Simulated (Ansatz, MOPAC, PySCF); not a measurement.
Complex: C2H2 (SMILES C#C) (first 4 atoms) with H2O (SMILES O); geometry from S66by8 set.
(charge 0, multiplicity 1):
```xyz
7

C     -1.244     0.052     0.040
H     -0.179     0.021     0.016
C     -2.456     0.085     0.068
H     -3.517     0.116     0.092
O      2.609    -0.086    -0.068
H      3.179    -0.675     0.429
H      3.181     0.265    -0.753
```

Counterpoise-corrected where a basis set is named; no monomer relaxation. Rows marked so take none.

Cores are frozen in the correlated methods. CBS(a, b) extrapolates the correlation energy as X⁻³ and adds the Hartree–Fock energy of set b. Rows in 3-21G, 6-31G* carry no dispersion term and start afresh at each structure (6-31G* with six Cartesian d functions). MP2/6-31G* freezes PySCF's default core. The state that AM1, PM6 reach isn't checked.

Run with Ansatz (a quantum-chemistry and plane-wave program); MOPAC for AM1, PM6 (differences of heats of formation); PySCF for 3-21G rows, 6-31G* rows, the dispersion terms. 

Other levels give for the interaction energy: PBE/def2-TZVPPD -1.84; B3LYP/def2-TZVPPD -1.63; B3LYP-D3(BJ)/def2-TZVPPD -1.95; wB97M-V/def2-TZVPPD -1.96; CCSD(T)/CBS(aug-cc-pVDZ, aug-cc-pVTZ) -2.00 kcal/mol.

What do these common cheap choices give for the same quantity: AM1, PM6, HF/3-21G (no counterpoise), HF/6-31G*, HF/6-31G* (no counterpoise), BP86/6-31G* (no counterpoise), B3LYP/6-31G* (no counterpoise), MP2/6-31G*?

AM1 -1.01; PM6 -0.93; HF/3-21G (no counterpoise) -4.64; HF/6-31G* -2.09; HF/6-31G* (no counterpoise) -2.50; BP86/6-31G* (no counterpoise) -2.44; B3LYP/6-31G* (no counterpoise) -2.76; MP2/6-31G* -2.13 kcal/mol. They span -4.64 to -0.93 kcal/mol.
